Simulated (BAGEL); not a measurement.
# HF/cc-pVTZ (density fitting with qzvpp-jkfit) run of [BH2F2]− (SMILES F[BH2-]F)

Aim: the energy change on altering one bond length of [BH2F2]− at HF/cc-pVTZ (density fitting with qzvpp-jkfit), from 2 runs. 

Program for the calculation: BAGEL 1.2.2.

## Step 1: The system as given

[BH2F2]−: 5 atoms, total charge -1, spin state singlet. As SMILES, `F[BH2-]F`. Geometry: relaxed at GFN2-xTB.

Bond lengths: F1–B2 1.425 Å, B2–F3 1.425 Å, B2–H4 1.225 Å, B2–H5 1.225 Å. Angles: F1–B2–F3 107.4°, F1–B2–H4 109.0°, F1–B2–H5 109.1°, F3–B2–H4 109.0°, F3–B2–H5 109.1°, H4–B2–H5 113.0°.

## Step 2: A single-point energy at HF/cc-pVTZ (density fitting with qzvpp-jkfit)

Contents of input.json:

```json
{ "bagel": [

{
  "title": "molecule",
  "basis": "cc-pvtz.json",
  "df_basis": "qzvpp-jkfit",
  "angstrom": true,
  "geometry": [
    { "atom": "F", "xyz": [   -1.176970,    0.624500,    0.383180 ] },
    { "atom": "B", "xyz": [    0.033530,    0.014270,   -0.056090 ] },
    { "atom": "F", "xyz": [    0.407580,   -0.947330,    0.926670 ] },
    { "atom": "H", "xyz": [   -0.171950,   -0.560090,   -1.118950 ] },
    { "atom": "H", "xyz": [    0.907810,    0.868650,   -0.134810 ] }
  ]
},
{ "title": "hf", "charge": -1 },
{ "title": "print", "file": "orbitals.molden", "orbitals": true }

]}
```

The basis set cc-pVTZ is read from a file made from the Basis Set Exchange's data (not shown).

Command:

```console
$ BAGEL_NUM_THREADS=1 BAGEL input.json > input.out
```

Log:

```text
* using 1 threads per process

  ===============================================================
  ===============================================================

  *** Geometry ***

  { "atom" : "F", "xyz" : [     -2.224151,      1.180134,      0.724105 ] },
  { "atom" : "B", "xyz" : [      0.063363,      0.026966,     -0.105995 ] },
  { "atom" : "F", "xyz" : [      0.770215,     -1.790194,      1.751153 ] },
  { "atom" : "H", "xyz" : [     -0.324938,     -1.058417,     -2.114509 ] },
  { "atom" : "H", "xyz" : [      1.715512,      1.641511,     -0.254754 ] },

  Number of auxiliary basis functions:      265

  Since a DF basis is specified, we compute 2- and 3-index integrals:
    o Being stored without compression. Storage requirement is 0.030 GB

  Number of basis functions:      118
  Number of electrons      :       25

    * METHOD: MOLECULE                             0.13

  *** RHF ***

  === Nuclear Repulsion ===
    65.4733470900

      * DIIS with orbital gradients will be used.

  === RHF iteration (cc-pvtz.json) ===
      0       -224.63265102          0.02038384           0.04
      1       -224.81293427          0.01366314           0.03
      2       -224.92291872          0.00133129           0.03
      3       -224.92392981          0.00028352           0.03
      4       -224.92396452          0.00005415           0.04
      5       -224.92396752          0.00001340           0.03
      6       -224.92396775          0.00000219           0.03
      7       -224.92396776          0.00000048           0.03
      8       -224.92396776          0.00000010           0.04
      9       -224.92396776          0.00000002           0.04
     10       -224.92396776          0.00000001           0.04
    * SCF iteration converged.

    * Permanent dipole moment:
           (    0.202696,     0.084314,    -0.348269) a.u.

    * METHOD: HF                                   0.52

    * METHOD: PRINT                                0.04

  ===============================================================
```

It took 1.5 s on 1 thread of Intel Xeon Platinum 8375C at 2.90GHz (Ice Lake), shared host; peak memory 0.089 GiB.

## Step 3: The distorted shape at the same level

Contents of calc.json:

```json
{ "bagel": [

{
  "title": "molecule",
  "basis": "cc-pvtz.json",
  "df_basis": "qzvpp-jkfit",
  "angstrom": true,
  "geometry": [
    { "atom": "F", "xyz": [      -0.930401,       1.313713,       1.658578 ] },
    { "atom": "B", "xyz": [       0.280099,       0.703483,       1.219308 ] },
    { "atom": "F", "xyz": [       0.654149,      -0.258117,       2.202068 ] },
    { "atom": "H", "xyz": [      -0.171950,      -0.560090,      -1.118950 ] },
    { "atom": "H", "xyz": [       1.154379,       1.557863,       1.140588 ] }
  ]
},

{
  "title": "hf",
  "charge": -1
},

{
  "title": "print",
  "file": "orbitals.molden",
  "orbitals": true
}

]}
```

The basis set cc-pVTZ is read from a file made from the Basis Set Exchange's data (not shown).

Command:

```console
$ BAGEL_NUM_THREADS=1 BAGEL calc.json > calc.out
```

Log:

```text
* using 1 threads per process

  ===============================================================
  ===============================================================

  *** Geometry ***

  { "atom" : "F", "xyz" : [     -1.758203,      2.482558,      3.134258 ] },
  { "atom" : "B", "xyz" : [      0.529310,      1.329390,      2.304158 ] },
  { "atom" : "F", "xyz" : [      1.236162,     -0.487770,      4.161305 ] },
  { "atom" : "H", "xyz" : [     -0.324938,     -1.058417,     -2.114509 ] },
  { "atom" : "H", "xyz" : [      2.181460,      2.943934,      2.155399 ] },

  Number of auxiliary basis functions:      265

  Since a DF basis is specified, we compute 2- and 3-index integrals:
    o Being stored without compression. Storage requirement is 0.030 GB

  Number of basis functions:      118
  Number of electrons      :       25

    * METHOD: MOLECULE                             0.12

  *** RHF ***

  === Nuclear Repulsion ===
    62.5587460324

      * DIIS with orbital gradients will be used.

  === RHF iteration (cc-pvtz.json) ===
      0       -224.51476958          0.02048928           0.04
      1       -224.68672859          0.01494241           0.04
      2       -224.81233746          0.00144093           0.03
      3       -224.81416696          0.00029655           0.03
      4       -224.81425873          0.00009947           0.03
      5       -224.81427241          0.00002329           0.03
      6       -224.81427324          0.00000557           0.03
      7       -224.81427328          0.00000144           0.03
      8       -224.81427328          0.00000040           0.04
      9       -224.81427328          0.00000014           0.04
     10       -224.81427328          0.00000004           0.04
     11       -224.81427328          0.00000001           0.04
     12       -224.81427328          0.00000001           0.04
    * SCF iteration converged.

    * Permanent dipole moment:
           (   -0.315350,    -1.296047,    -2.831647) a.u.

    * METHOD: HF                                   0.62

    * METHOD: PRINT                                0.03

  ===============================================================
```

It took 1.7 s on 1 thread of Intel Xeon Platinum 8375C at 2.90GHz (Ice Lake), shared host; peak memory 0.089 GiB.

## Step 4: What came out

Level: HF/cc-pVTZ (density fitting with qzvpp-jkfit).

| quantity | value |
| --- | --- |
| first shape: total energy | -224.92397 Eh |
| first shape: HOMO energy | -5.03 eV |
| first shape: LUMO energy | 10.96 eV |
| first shape: HOMO–LUMO gap (to an unbound level, set by the basis) | 15.99 eV |
| distorted shape: total energy | -224.81427 Eh |
| distorted shape: HOMO energy | -2.45 eV |
| distorted shape: LUMO energy | 7.65 eV |
| distorted shape: HOMO–LUMO gap (to an unbound level, set by the basis) | 10.10 eV |
| energy change with the B2–H4 bond stretched from 1.225 to 2.696 Å | 2.985 eV |

With the B2–H4 bond stretched from 1.225 to 2.696 Å the energy rises by 2.98 eV (288 kJ/mol). The first shape isn't relaxed at this level, so the change isn't measured from a minimum.
